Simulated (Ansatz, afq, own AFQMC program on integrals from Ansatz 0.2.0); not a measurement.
## AFQMC, coupled cluster and functionals along a coordinate of HCl + N, quartet

```xyz
3

Cl    0.0000    0.0000   -1.3043
H     0.0000    0.0000   -0.0255
N     0.0000    0.0000    1.3297
```

A hydrogen atom is moved from one rigid fragment to the other; the Cl1–H2 distance tells how far. The two fragments are held close together, so this isn't a minimum-energy path and the start is a compressed complex. Energies in kcal/mol count from this geometry (1.279 Å) at the same level; the start stands on UHF, each point on the determinant named.

Basis cc-pVTZ. Only valence electrons are correlated. Integrals, coupled cluster, full CI and functionals: Ansatz 0.2.0; the random walks run on the same integrals in our own AFQMC program. The CISD trial takes its coefficients from CCSD amplitudes. Released means that phaseless walkers are propagated on without the constraint, phases kept. ± is one standard error of the sampling.

Cautions, each for one point or more: lower spins were not checked.

```json
{"r(Cl1–H2) / Å": "1.369", "det.": "UHF", "T1": "0.015", "weight": "0.88", "⟨S²⟩": "3.78", "CCSD(T)": "2.0", "ph-AFQMC/CISD": "1.6 ± 0.1", "released AFQMC": "–", "CCSDT(Q)": "1.9", "r2SCAN": "-0.7", "HF": "4.6"}
{"r(Cl1–H2) / Å": "1.414", "det.": "UHF", "T1": "0.016", "weight": "0.88", "⟨S²⟩": "3.78", "CCSD(T)": "3.7", "ph-AFQMC/CISD": "3.5 ± 0.1", "released AFQMC": "–", "CCSDT(Q)": "3.5", "r2SCAN": "-0.2", "HF": "7.6"}
{"r(Cl1–H2) / Å": "1.459", "det.": "UHF", "T1": "0.016", "weight": "0.88", "⟨S²⟩": "3.79", "CCSD(T)": "5.5", "ph-AFQMC/CISD": "5.3 ± 0.1", "released AFQMC": "5.5 ± 0.3", "CCSDT(Q)": "5.3", "r2SCAN": "0.7", "HF": "10.7"}
{"r(Cl1–H2) / Å": "1.504", "det.": "UHF", "T1": "0.016", "weight": "0.88", "⟨S²⟩": "3.80", "CCSD(T)": "7.4", "ph-AFQMC/CISD": "7.2 ± 0.1", "released AFQMC": "–", "CCSDT(Q)": "7.1", "r2SCAN": "1.9", "HF": "13.4"}
{"r(Cl1–H2) / Å": "1.594", "det.": "UHF", "T1": "0.019", "weight": "0.87", "⟨S²⟩": "3.79", "CCSD(T)": "11.8", "ph-AFQMC/CISD": "11.7 ± 0.1", "released AFQMC": "11.7 ± 0.2", "CCSDT(Q)": "11.5", "r2SCAN": "6.0", "HF": "16.9"}
```

Weight is that of the determinant in the CISD state; at the start T1 is 0.012 and the weight 0.88, and ⟨S²⟩ is 3.77. A dash marks a missing value, a released energy that hasn't settled or a functional that sits on another state. Largest departures from CCSDT(Q), at the points where its series has closed: CCSD(T) 0.3 kcal/mol at 1.594 (on UHF), ph-AFQMC/CISD -0.3 kcal/mol at 1.369 (on UHF) (within the noise), released AFQMC 0.2 kcal/mol at 1.594 (on UHF) (within the noise), r2SCAN -5.5 kcal/mol at 1.594, HF 6.2 kcal/mol at 1.504 (on UHF). Functionals count only at points shown to share the start's state and spin.

Some points may be missing: those where a free walk finds a much lower state, and past Zn most of those on another determinant than at the start.

A walk keeps the symmetry of its determinant, which the program's search chose and which needn't be the lowest solution, so a lower state of the same spin and another symmetry isn't excluded. Released energies are given only where the last usable release times agree within the noise; a slower fall can still hide under it.
